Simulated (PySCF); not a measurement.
Compound: streptocyanine-3, C3H7N2 (charge +1).
SMILES with atom numbers: `[NH2:1]/[CH:2]=[CH:3]/[CH:4]=[NH2+:5]` (hydrogens: H6, H7 on N1; H8 on C2; H9 on C3; H10 on C4; H11, H12 on N5)

The same species was optimised twice, with GFN2-xTB and with PBE0-D3(BJ)/def2-SVP (PySCF), and the same property calculations (PySCF, gas phase) were run on both structures.

| coordinate | GFN2-xTB | PBE0-D3(BJ)/def2-SVP | change |
| --- | --- | --- | --- |
| C3–H9 (Å) | 1.081 | 1.094 | +0.013 |
| C4–H10 (Å) | 1.084 | 1.096 | +0.012 |
| C2–H8 (Å) | 1.084 | 1.096 | +0.012 |
| C3–C4 (Å) | 1.383 | 1.389 | +0.006 |
| C2=C3 (Å) | 1.383 | 1.389 | +0.006 |
| N5–H11 (Å) | 1.009 | 1.014 | +0.005 |
| N1–H6 (Å) | 1.009 | 1.014 | +0.005 |
| N1–H7 (Å) | 1.011 | 1.016 | +0.005 |
| N5–H12 (Å) | 1.011 | 1.015 | +0.004 |
| C4=N5 (Å) | 1.312 | 1.315 | +0.003 |
| N1–C2 (Å) | 1.312 | 1.315 | +0.003 |
| C2–C3–C4 (°) | 121.7 | 119.0 | -2.7 |
| N1–C2–H8 (°) | 116.5 | 115.1 | -1.4 |
| N1–C2–C3 (°) | 124.4 | 125.8 | +1.4 |
| C4–C3–H9 (°) | 119.1 | 120.5 | +1.4 |
| C2–C3–H9 (°) | 119.2 | 120.5 | +1.3 |
| C3–C4–N5 (°) | 124.5 | 125.8 | +1.3 |
| N5–C4–H10 (°) | 116.4 | 115.2 | -1.2 |
| C2–N1–H7 (°) | 120.8 | 121.9 | +1.1 |
| C2–C3–C4–N5 (°) | 180 | 180 | 0 |

Rotational constants: A = 33549, B = 2194, C = 2059 MHz (GFN2-xTB) against A = 34092, B = 2172, C = 2042 MHz (PBE0-D3(BJ)/def2-SVP). Point groups within 0.08 Å: C2v and C2v.

On the GFN2-xTB structure: HOMO (eV) -11.70 [PBE0/pcSseg-1]; LUMO (eV) -6.31 [PBE0/pcSseg-1]; GIAO shielding of N1/N5 (mean) (ppm) 129.9 [PBE0/pcSseg-1]; GIAO shielding of C2/C4 (mean) (ppm) 16.7 [PBE0/pcSseg-1]; GIAO shielding of C3 (ppm) 84.4 [PBE0/pcSseg-1].

**Question.** What do these properties become on the PBE0-D3(BJ)/def2-SVP structure?

**Answer.** 
| property | level | on GFN2-xTB | on PBE0-D3(BJ)/def2-SVP | change |
| --- | --- | --- | --- | --- |
| HOMO (eV) | PBE0/pcSseg-1 | -11.70 | -11.70 | 0.00 |
| LUMO (eV) | PBE0/pcSseg-1 | -6.31 | -6.28 | +0.03 |
| energy, GFN2-xTB geometry as zero (kcal/mol) | PBE0/pcSseg-1 | 0.0 | -0.3 | -0.3 |
| GIAO shielding of N1/N5 (mean) (ppm) | PBE0/pcSseg-1 | 129.9 | 128.0 | -1.9 |
| GIAO shielding of C2/C4 (mean) (ppm) | PBE0/pcSseg-1 | 16.7 | 14.7 | -2.0 |
| GIAO shielding of C3 (ppm) | PBE0/pcSseg-1 | 84.4 | 83.9 | -0.5 |

The heavy atoms differ by 0.036 Å rms after alignment. Among all bonds C2–H8, C3–H9 and C4–H10 change most and about equally (+0.012 to +0.013 Å). Changes are differences of the printed values. Neither structure is proved a minimum here. One conformer (not necessarily the lowest) at the PBE0-D3(BJ)/def2-SVP geometry, without solvent, vibrations or thermal averaging.

Conformer computed: `[NH2:1]/[CH:2]=[CH:3]/[CH:4]=[NH2+:5]`: C2–C3–C4–N5 180°, H–N1–C2–C3 180°, H–N1–C2–C3 0°.
